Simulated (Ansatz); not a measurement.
AlH4NS, SMILES [NH2][AlH][SH], a rigid scan of one bond length

Computed with Ansatz 0.2.0 through its Python package.

Typed at the interpreter:
```pycon
>>> import ansatz
>>> import numpy as np
>>> GEOMETRY = """
... N    -1.12840    0.22170   -0.91200
... Al    0.37420    0.48030    0.16430
... S     2.10670   -0.91960   -0.09950
... H    -1.49930   -0.66250   -0.70330
... H    -1.87030    0.96920   -0.61990
... H     0.43130    1.66170    1.25710
... H     1.64710   -1.81880    0.86760
... """
>>> mol = ansatz.Crystal.molecule()
>>> for line in GEOMETRY.strip().splitlines():
...     symbol, *xyz = line.split()
...     mol = mol.atom(symbol, [float(v) for v in xyz])
...
>>> symbols = [site.symbol for site in mol.cartesian_sites]
>>> start = np.array([site.position_ang for site in mol.cartesian_sites])
>>> axis = (start[2] - start[1]) / np.linalg.norm(start[2] - start[1])
>>> moving = [2, 6]
>>> lengths, energies = [1.91, 2.06, 2.24, 2.47, 2.8, 3.36, 4.04, 4.93], []
>>> for length in lengths:
...     xyz = start.copy()
...     xyz[moving] += (length - np.linalg.norm(start[2] - start[1])) * axis
...     point = ansatz.Crystal.molecule()
...     for symbol, place in zip(symbols, xyz):
...         point = point.atom(symbol, place.tolist())
...     job = (
...         point.calculation()
...         .basis(gaussian="6-31G*")
...         .functional("HF")
...         .spin("collinear")
...     )
...     report = job.run(threads=1, pin="off").report
...     energies.append(report["free_energy_ev"])
...     print(f"r = {length:6.3f} A  E = {energies[-1]:.5f} eV  <S^2> = {abs(report['mean_field']['state']['spin_squared']):.3f}")
...
r =  1.910 A  E = -18944.48557 eV  <S^2> = 0.000
r =  2.060 A  E = -18945.29127 eV  <S^2> = 0.000
r =  2.240 A  E = -18945.51448 eV  <S^2> = 0.000
r =  2.470 A  E = -18945.20334 eV  <S^2> = 0.000
r =  2.800 A  E = -18944.33083 eV  <S^2> = 0.000
r =  3.360 A  E = -18943.06888 eV  <S^2> = 0.588
r =  4.040 A  E = -18942.69808 eV  <S^2> = 0.935
r =  4.930 A  E = -18942.62472 eV  <S^2> = 1.004
>>> print("energy above the lowest point (eV):", [round(e - min(energies), 3) for e in energies])
energy above the lowest point (eV): [1.029, 0.223, 0.0, 0.311, 1.184, 2.446, 2.816, 2.89]
```

Reading the output:
- Total energies depend on the basis set; only differences at equal settings carry meaning.
- The rest of the molecule is held rigid at a force-field or estimated start geometry, and the basis set is modest; single-reference methods fail as a bond breaks.
- The expectation value of S² is noticeably off S(S+1) in at least one run, so that state is spin-contaminated.
- Hartree-Fock leaves correlation out, so bond, atomisation and ionisation energies come out well too low.
- Run time: 10 s on 1 thread of Arm Neoverse V2, with other jobs on the host, peak memory 0.2 GiB.
